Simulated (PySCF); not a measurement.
Energy landscape of H2S, triplet: collinear S-H-H surface. Scanned: S-H distance and H-H distance.

Computed with unrestricted CAM-B3LYP/aug-cc-pVDZ (PySCF).

Energy in kcal/mol above the lowest grid point; x is the S-H distance (Å), y the H-H distance (Å).

```csv
y \ x,1.14,1.23,1.34,1.45,1.57,1.70,1.85,2.01,2.21,2.48,2.81,3.28,3.89
2.15,41.3,26.2,20.0,21.9,29.1,39.9,53.5,67.2,80.0,89.9,95.4,98.2,99.2
1.81,42.1,26.7,20.1,21.6,28.2,38.2,50.7,62.6,73.4,81.7,86.3,88.7,89.6
1.55,43.8,27.8,20.4,21.0,26.5,34.9,45.1,54.3,62.3,68.2,71.4,72.9,73.2
1.37,46.1,29.3,20.8,20.1,24.0,30.5,38.0,44.5,49.8,53.2,54.3,54.8,55.2
1.22,49.3,31.3,21.3,18.9,20.8,24.8,29.5,33.3,36.2,37.8,37.9,38.1,38.4
1.11,52.7,33.6,22.0,17.9,17.7,19.6,22.0,24.0,25.3,25.9,25.8,25.8,26.1
1.02,56.7,36.3,23.0,17.2,15.1,15.1,15.7,16.3,16.6,16.6,16.3,16.2,16.4
0.94,61.6,39.8,24.8,17.2,13.3,11.5,10.6,10.1,9.7,9.2,8.9,8.7,8.9
0.87,67.4,44.2,27.4,18.1,12.6,9.4,7.3,5.9,4.9,4.1,3.8,3.4,3.6
0.80,75.4,50.5,31.8,20.8,13.6,9.0,5.7,3.6,2.1,1.0,0.6,0.2,0.3
0.74,84.6,58.3,37.8,25.2,16.7,10.9,6.8,4.1,2.1,0.8,0.3,0.0,0.1
0.68,97.1,69.2,46.9,32.8,22.9,16.1,11.1,7.9,5.5,4.0,3.4,3.1,3.2
0.63,111.1,81.7,57.9,42.6,31.6,23.9,18.3,14.7,12.1,10.4,9.7,9.4,9.5
```

Points that lie below all their neighbours on the grid: x = 3.28, y = 0.74 (0.0 kcal/mol); x = 1.34, y = 2.15 on the edge of the grid (20.0 kcal/mol). The lowest path on the grid from the first to the second passes x = 1.34, y = 1.55 at 20.4 kcal/mol.
